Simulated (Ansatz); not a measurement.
# BH3F− (SMILES [BH3-]F): methods side by side

BH3F− has 5 atoms, charge -1, and is taken as a singlet. As SMILES, `[BH3-]F`. The shape is that of a GFN2-xTB optimisation.

```xyz
5

B    -0.0357    0.0293   -0.0339
F     0.8556   -0.7179    0.8270
H    -1.0673    0.2642    0.5881
H    -0.2746   -0.6513   -1.0275
H     0.5221    1.0757   -0.3536
```

Each level gives the energy change with the B1–H5 bond stretched from 1.228 to 1.842 Å (eV). The values are calculated.

```
                      level             kind  program  value (eV)
     HF/STO-3G (restricted)     Hartree–Fock   Ansatz        2.84
  SVWN5/STO-3G (restricted)              LDA   Ansatz        2.02
   BLYP/STO-3G (restricted)              GGA   Ansatz        1.78
    PBE/STO-3G (restricted)              GGA   Ansatz        1.88
 revPBE/STO-3G (restricted)              GGA   Ansatz        1.82
 r2SCAN/STO-3G (restricted)         meta-GGA   Ansatz        2.06
  B3LYP/STO-3G (restricted)    global hybrid   Ansatz        2.08
  BHLYP/STO-3G (restricted)    global hybrid   Ansatz        2.46
   PBE0/STO-3G (restricted)    global hybrid   Ansatz        2.22
r2SCAN0/STO-3G (restricted)  hybrid meta-GGA   Ansatz        2.33
```

Sets without diffuse functions describe the anion poorly. The first shape isn't each level's own minimum. The values span 1.78 to 2.84 eV. All rows use very small basis sets, so none should be taken for the real molecule's value.
